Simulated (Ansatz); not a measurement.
# HF (singlet): wave-function methods side by side, cc-pVDZ

The task here is to estimate one member of a computed series from the others.

Method: cc-pVDZ, core rule «outside noble gas», up to 1 orbitals frozen; program: Ansatz 0.2.0, Gaussian basis.

The runs, in order: UHF; CCSD(T) on RHF; BCCD(T) on RHF; CISD; CCSDT(Q) on RHF; CISDTQ; CCSDTQ on RHF; CASSCF and MRCISD+Q, 8 electrons in 5 orbitals; CASSCF and NEVPT4(SD), 8 electrons in 5 orbitals; CASSCF and NEVPT2, 8 electrons in 5 orbitals; Full CI.

9 further runs of the same task are left out: 9 set aside as unsound or not needed.

**The system**

The geometry is an MP2(full)/6-31G* stationary point (not a proven minimum).

2 atoms, charge 0, spin multiplicity 1.

Atoms are counted from 1 here; the program's logs count them from 0.

Bond lengths: F1–H2 0.934 Å.

The first run:

in.yaml reads:

```yaml
crystal:
  periodic: [false, false, false]
  atoms:
    - {symbol: F, position_ang: [0.000000, 0.000000, 0.000000]}
    - {symbol: H, position_ang: [0.000000, 0.000000, 0.933891]}
basis:
  gaussian: {orbitals: cc-pVDZ}
magnetization: {spin_polarized: true, initial_magnetization: 0}
hamiltonian: {xc: hf}
output: {orbitals: {seedname: orbitals}}
```

Launch:

```sh
> ansatz run in.yaml --threads 1 --pin off --events-out ev --progress --plain --max-ram 8192MiB --backend cpu
```

Among the steps run: UHF; CCSD(T) on RHF; BCCD(T) on RHF; CISD; CCSDT(Q) on RHF; CISDTQ; CCSDTQ on RHF; CASSCF and MRCISD+Q, 8 electrons in 5 orbitals; CASSCF and NEVPT4(SD), 8 electrons in 5 orbitals; CASSCF and NEVPT2, 8 electrons in 5 orbitals; Full CI.

One of the session's tables, all rows but one given; the rest of the session is left out.

It belongs to the step «Misses and costs». 

| method | from FCI (meV) |
| --- | --- |
| RHF | ? |
| RMP2 | +207.6 |
| CISD | +244.3 |
| RCCSD | +67.1 |
| RCCSD(T) | +13.8 |
| BCCD(T) | +13.6 |
| RCCSDT | +11.3 |
| CISDTQ | +5.4 |
| RCCSDT(Q) | -0.3 |
| RCCSDTQ | +0.3 |
| CASSCF valence | +5025.1 |
| NEVPT2 valence | +563.2 |
| NEVPT4(SD) valence | +56.6 |
| MRCISD valence | +181.9 |
| MRCISD+Q valence | +20.6 |
| FCI | 0 |

Estimate the missing values for RHF.

**Answer.** from FCI (meV): +5714.0. In the column «from FCI (meV)» it is the highest.

With the free atoms at the same levels and basis (separate runs), the atomisation energy is 5.481 eV at FCI, 5.472 eV at RCCSD(T), 3.917 eV at RHF.
